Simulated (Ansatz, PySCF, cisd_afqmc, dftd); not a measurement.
System: C2H3, charge 0, doublet. C2H3 (SMILES [CH]=C, doublet).
B3LYP-D3(BJ)/def2-TZVP minimum from Ansatz (a program for electronic structure):
```xyz
5

C      0.0510    -0.5838    -0.0118
C      0.0446     0.7173     0.0179
H     -0.8735    -1.1638    -0.0541
H      0.9720    -1.1602     0.0038
H     -0.6722     1.5232     0.0139
```
Charge 0, spin multiplicity 2.

Wanted: enthalpy of formation at 298 K (by atomisation, with ideal-gas terms from PySCF's Hessian at B3LYP-D3(BJ)/def2-TZVP and the atoms' measured values of the G2/97 table; no spin-orbit terms), in kcal/mol. Radicals and triplets start from unrestricted determinants; spin-orbit coupling is neglected. Correlated methods leave the cores frozen. Rows without X2C or -DK are non-relativistic. AFQMC is phaseless with a CISD trial state; ± is one standard error, without the phaseless bias. Outlying blocks are dropped, and bars are widened where a walk drifts. Over all cases where full CI ran beside it in this data, AFQMC minus full CI had a median of +0.1 mEh and passed +0.4 mEh in a tenth of the cases. CBS(X,Y): correlation extrapolated as X^-3, Hartree-Fock from the larger set (Q,5: extrapolated as (X+1)exp(-9√X)). A bracket is a step between two methods taken in the basis named. The functionals are non-relativistic, so their misses hold any scalar relativity. 'core' is core correlation in cc-pwCVTZ, 'X2C' scalar relativity in cc-pVTZ-DK, both at CCSD(T). For partners of very few electrons the exact lower level stands in for a higher one. The UHF reference of C2H3 ([CH]=C, doublet) is spin-contaminated (<S^2> up to 0.19 over the pure value in the sets run).

```
level                                                                                   program  enthalpy of formation at 298 K (kcal/mol)  difference against the last row
--------------------------------------------------------------------------  -------------------  -----------------------------------------  -------------------------------
HF/cc-pV5Z                                                                               Ansatz                                      178.7                            107.6
PBE/def2-TZVPD                                                                           Ansatz                                       59.2                            -11.9
PBE0/def2-TZVPD                                                                          Ansatz                                       67.4                             -3.7
r2SCANh-D4/def2-TZVPD                                                            Ansatz + dftd4                                       69.4                             -1.7
MP2/cc-pVQZ                                                                              Ansatz                                       78.4                              7.3
CCSD(T)/cc-pVTZ                                                                          Ansatz                                       83.1                             12.0
CCSD(T)/CBS(cc-pVQZ,cc-pV5Z) + core + X2C                                                Ansatz                                       71.6                              0.5
CCSDT(Q)/aug-cc-pVDZ                                                                     Ansatz                                      102.4                             31.3
CCSDT(Q)/cc-pVDZ                                                                         Ansatz                                      104.8                             33.7
CCSDT(Q)/cc-pVTZ                                                                         Ansatz                                       82.5                             11.4
AFQMC/CISD/cc-pVDZ                                                                   cisd_afqmc                                105.0 ± 0.3                             33.9
AFQMC/CISD/aug-cc-pVTZ                                                               cisd_afqmc                                 80.9 ± 0.2                              9.8
CCSD(T)/CBS(cc-pVQZ,cc-pV5Z) + [AFQMC/CISD - CCSD(T)]/cc-pVDZ + core + X2C  Ansatz + cisd_afqmc                                 71.0 ± 0.3                             -0.1
CCSD(T)/CBS(cc-pVQZ,cc-pV5Z) + [CCSDT(Q) - CCSD(T)]/cc-pVTZ + core + X2C                 Ansatz                                       71.1                              0.0
```
